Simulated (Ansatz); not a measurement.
**CH₆Si (triplet): wave-function methods side by side at distance Si1–H5 along a hydrogen transfer = 1.639 Å, cc-pVDZ**

How much of the correlation energy of CH₆Si (triplet) does each wave-function method recover here?

Computed with Ansatz 0.2.0, Gaussian basis. Level: cc-pVDZ, core rule «outside noble gas», up to 6 orbitals frozen.

The runs, in order: UHF; CCSD(T) on ROHF; CCSD(T) on UHF; BCCD(T) on ROHF; CISD; CCSDT(Q) on ROHF; CCSDT(Q) on UHF; CASSCF and MRCISD+Q, 4 electrons in 4 orbitals; CASSCF and NEVPT2, 4 electrons in 4 orbitals; CASSCF and MRCISD+Q, 10 electrons in 10 orbitals; CASSCF and NEVPT2, 10 electrons in 10 orbitals.

## 1. The system

The geometry derives from fragments relaxed apart (PBE0/def2-TZVP) and kept rigid, so it is no stationary point. A hydrogen atom is moved between rigid fragments.

8 atoms, charge 0, spin multiplicity 3.

Atoms are counted from 1 here; the program's logs count them from 0.

Bond lengths: Si1–H2 1.485 Å, Si1–H3 1.485 Å, Si1–H4 1.485 Å, Si1–H5 1.639 Å, H5–C6 1.296 Å, C6–H7 1.079 Å, C6–H8 1.079 Å. Angles: H2–Si1–H3 109.5°, H2–Si1–H4 109.5°, H2–Si1–H5 109.5°, H3–Si1–H4 109.5°, H3–Si1–H5 109.5°, H4–Si1–H5 109.5°, Si1–H5–C6 180.0°, H5–C6–H7 112.6°, H5–C6–H8 112.6°, H7–C6–H8 134.8°.

## 2. UHF

in.yaml

```yaml
crystal:
  periodic: [false, false, false]
  atoms:
    - {symbol: Si, position_ang: [-0.913646, 0.000000, 0.000000]}
    - {symbol: H, position_ang: [-1.408518, 1.399708, 0.000000]}
    - {symbol: H, position_ang: [-1.408517, -0.699854, 1.212183]}
    - {symbol: H, position_ang: [-1.408518, -0.699854, -1.212182]}
    - {symbol: H, position_ang: [0.725354, 0.000000, 0.000000]}
    - {symbol: C, position_ang: [2.021354, 0.000000, -0.000001]}
    - {symbol: H, position_ang: [2.435822, 0.000000, 0.996160]}
    - {symbol: H, position_ang: [2.435822, 0.000000, -0.996162]}
basis:
  gaussian: {orbitals: cc-pVDZ}
magnetization: {spin_polarized: true, initial_magnetization: 2}
hamiltonian: {xc: hf}
output: {orbitals: {seedname: orbitals}}
```

Launch:

```console
ansatz run in.yaml --threads 1 --pin off --events-out ev --progress --plain --max-ram 2816MiB --backend cpu
```

Further steps of the session: CCSD(T) on ROHF; CCSD(T) on UHF; BCCD(T) on ROHF; CISD; CCSDT(Q) on ROHF; CCSDT(Q) on UHF; CASSCF and MRCISD+Q, 4 electrons in 4 orbitals; CASSCF and NEVPT2, 4 electrons in 4 orbitals; CASSCF and MRCISD+Q, 10 electrons in 10 orbitals; CASSCF and NEVPT2, 10 electrons in 10 orbitals.

**Question.** What will the summary of the whole plan be? Wanted: UCCSDT(Q) below the RHF energy; RMP2 from UCCSDT(Q); UMP2 from UCCSDT(Q); RCCSD from UCCSDT(Q); RCCSD(T) from UCCSDT(Q); UCCSD(T) from UCCSDT(Q); RCCSDT(Q) from UCCSDT(Q); MRCISD+Q pair from UCCSDT(Q); MRCISD+Q frontier from UCCSDT(Q).

The runs gave:

| quantity | value |
| --- | --- |
| UCCSDT(Q) below the RHF energy | -8.1752 eV |
| RMP2 from UCCSDT(Q) | +35.08 kcal/mol |
| UMP2 from UCCSDT(Q) | +36.43 kcal/mol |
| RCCSD from UCCSDT(Q) | +4.91 kcal/mol |
| RCCSD(T) from UCCSDT(Q) | +0.90 kcal/mol |
| UCCSD(T) from UCCSDT(Q) | +0.92 kcal/mol |
| RCCSDT(Q) from UCCSDT(Q) | +0.02 kcal/mol |
| MRCISD+Q pair from UCCSDT(Q) | +2.15 kcal/mol |
| MRCISD+Q frontier from UCCSDT(Q) | +1.14 kcal/mol |
| levels within 1 kcal/mol (43 meV) | RCCSD(T), UCCSD(T), BCCD(T), RCCSDT, UCCSDT, RCCSDT(Q) |
| T1 diagnostic | 0.020 |

RCCSD(T) misses by +0.90 kcal/mol, 0.5 % of the correlation energy. Of the multireference levels listed MRCISD+Q frontier comes nearest in total energy (+1.14 kcal/mol), which doesn't show that its space is the better one. These misses are within one basis, not against nature; the frozen cores of restricted and unrestricted runs differ, which can shift their rows.
